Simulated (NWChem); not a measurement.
Extrapolating the UMP2 correlation energy of H2Si (+1)

```
Si
H 1 1.5137
H 1 1.5137 2 119.91
```
Charge +1, spin multiplicity 2.

The numbers come from NWChem runs, not from measurements. Structure: optimised with UPBE/def2-SVP, a minimum by its harmonic frequencies.

The correlated methods keep 5 core orbitals frozen. This spin state was chosen for the runs; another may lie lower. The structure started from a generated list of species. The unpaired electrons of the parent sit in orbitals of symmetry a1 (C2v labels of the run); other states weren't searched. No SCF solution was tested for a lower state. Open-shell Hartree-Fock references start from PBE0 orbitals; any time given for them includes that run.

Worked example. The UMP2 correlation energy is -75.66 mHa in cc-pVTZ and -80.86 mHa in cc-pVQZ. The form E(X) = E∞ + A/X³ turns the pair into an estimate of the basis-set limit.

E∞ = (4³·(-80.86) − 3³·(-75.66))/(4³ − 3³) = -84.7 mHa. The larger basis holds 96 % of that, at about 4 times the processor time of the smaller one. This is a two-point estimate.
